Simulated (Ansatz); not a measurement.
## Other spins and charges of B–SiH–Cl, doublet at one geometry

Geometry (PBE0/def2-TZVP stationary point for this spin, not checked as a minimum):

```csv
atom,x (Å),y (Å),z (Å)
B,0.0000,-0.7748,2.2980
Si,0.0000,0.4264,0.6909
Cl,0.0000,-0.1559,-1.2692
H,0.0000,1.9148,0.7450
```

Basis cc-pVDZ; Ansatz 0.2.0. Only valence electrons are correlated (noble-gas cores frozen). R marks a restricted (for open shells ROHF) determinant, U an unrestricted one.

Gaps are energies of the second state less the first, at fixed atoms, for a selection of the levels run; each method lands on the state that its own search finds for that charge and spin.

Unrestricted rows (U, and Kohn–Sham where it breaks symmetry) aren't spin-pure: their determinants' ⟨S²⟩ exceeds S(S+1) by up to 0.68, so they mix in states of higher spin. For open shells CISD is restricted-active-space CI with the open shells as a complete middle space. A value is left out where its run failed or describes another state than the reference as far as symmetry and spin tell, or, spin-broken singlets apart, can't be checked.

Removing an electron, to the triplet: 7.975 eV at UCCSDT(Q).

| level | gap (eV) | error (meV) | ⟨S²⟩ where 0.1 over S(S+1) (first / second) |
| --- | --- | --- | --- |
| RHF | 6.828 | -1147 | – / – |
| RMP2 | 7.697 | -278 | – / – |
| CISD | 7.650 | -325 | – / – |
| UCCSD(T) | 7.950 | -25 | 1.43 / – |
| RCCSDT | 7.975 | 0 | – / – |
| UCCSDT | 7.970 | -5 | 1.43 / – |
| RCCSDT(Q) | 7.977 | 2 | – / – |
| SPW92 | 8.155 | 180 | 0.89 / – |
| r2SCAN | 8.110 | 135 | 1.35 / – |
| PBE0 | 8.148 | 173 | 1.21 / – |

Quartet less doublet: 0.312 eV at UCCSDT(Q).

| level | gap (eV) | error (meV) | ⟨S²⟩ where 0.1 over S(S+1) (first / second) |
| --- | --- | --- | --- |
| RHF | -0.479 | -791 | – / – |
| UHF | -0.092 | -404 | 1.43 / – |
| RMP2 | -0.015 | -327 | – / – |
| UMP2 | -0.050 | -362 | 1.43 / – |
| CISD | 0.023 | -289 | – / – |
| RCCSD | 0.279 | -33 | – / – |
| UCCSD | 0.259 | -53 | 1.43 / – |
| RCCSD(T) | 0.305 | -7 | – / – |
| UCCSD(T) | 0.282 | -30 | 1.43 / – |
| BCCD(T) | 0.306 | -6 | – / – |
| RCCSDT | 0.312 | 0 | – / – |
| UCCSDT | 0.307 | -5 | 1.43 / – |
| RCCSDT(Q) | 0.313 | 1 | – / – |
| PBE | 0.242 | -70 | 1.15 / – |
| r2SCAN | 0.111 | -201 | 1.35 / – |
| PBE0 | 0.218 | -94 | 1.21 / – |
| B3LYP | 0.426 | 114 | 1.07 / – |
| wB97X-V | 0.436 | 124 | 0.98 / – |
| wB97M-V | 0.440 | 128 | – / – |
| B2PLYP | 0.326 | 14 | 1.23 / – |
| RPA-PBE | 0.404 | 92 | 1.15 / – |

Wrong sign: RHF, UHF, RMP2, UMP2.

In so small a basis the reference is far from its limit while semilocal and hybrid functionals are nearer theirs (RPA and double hybrids share part of the reference's basis error), so the functionals' errors here hold much of the reference's basis and frozen-core error, which can add to them or hide them.

Full CI isn't at hand for all of this; UCCSDT(Q) serves as the reference, and is uncertain by the last step of the cluster series or more. The frozen core follows each run's orbitals, which can shift R against U totals by a few meV.
